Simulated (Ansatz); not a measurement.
C₂H₃FO (`C=C(O)F`) at its PBE0-D4/def2-TZVP geometry, where that method's forces vanish. Charge 0, multiplicity 1.

```xyz
7

C    -0.0621    1.0209    0.2974
C     0.1380   -0.2213   -0.1013
O    -0.7640   -1.2043   -0.1093
F     1.3236   -0.6380   -0.5602
H     0.7468    1.7326    0.2566
H    -1.0339    1.3153    0.6612
H    -0.3484   -2.0053   -0.4445
```

Problem. What forces (eV/Å) does PBE-D4/def2-TZVPP give on these atoms in the Gaussian-basis code of Ansatz? (An estimate is asked.)

Solution. The calculation gave: 
```
C1  -0.092  0.480  0.159
C2  -0.118  0.005  0.034
O3  -0.715 -0.117  0.174
F4   0.774 -0.236 -0.289
H5   0.149  0.160  0.001
H6  -0.193  0.085  0.079
H7   0.196 -0.377 -0.158
```
